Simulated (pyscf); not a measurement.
H₃C–CH•–F (SMILES C[CH]F) + HF (SMILES F) → H₃C–CH(F)–F (SMILES CC(F)F) + H• (SMILES [H]) (atom transfer; doublet surface; F–H broken, C–F formed). Optimised with ωB97X-D3(BJ)/def2-SVP in PySCF. Energies in kJ/mol from the separated reactants.

```json
[
 {"level": "ωB97X-D3(BJ)/def2-TZVP", "barrier": "?", "reaction energy": "?"},
 {"level": "r²SCAN/def2-TZVP", "barrier": "167.5", "reaction energy": "+66.9"},
 {"level": "B3LYP-D3(BJ)/def2-TZVP", "barrier": "180.9", "reaction energy": "+71.9"},
 {"level": "PBE0-D3(BJ)/def2-TZVP", "barrier": "187.0", "reaction energy": "+59.0"},
 {"level": "ωB97M-D3(BJ)/def2-TZVP", "barrier": "202.2", "reaction energy": "+58.5"},
 {"level": "HF/def2-TZVP", "barrier": "?", "reaction energy": "+57.3"}
]
```

Question: Complete the blanks.

Answer: 
- ωB97X-D3(BJ)/def2-TZVP, barrier: 210.2
- ωB97X-D3(BJ)/def2-TZVP, reaction energy: +56.2
- HF/def2-TZVP, barrier: 289.7

The functionals in the table span 42.7 kJ/mol in this barrier, from r²SCAN to ωB97X-D3(BJ). On the reactant side the descent ends in a complex (not fully relaxed), 18.7 kJ/mol under the separated species and 228.9 kJ/mol under the saddle at ωB97X-D3(BJ)/def2-TZVP. This is the saddle that the search found; another between the same sides may lie lower. The angle at the transferred F is 177°.
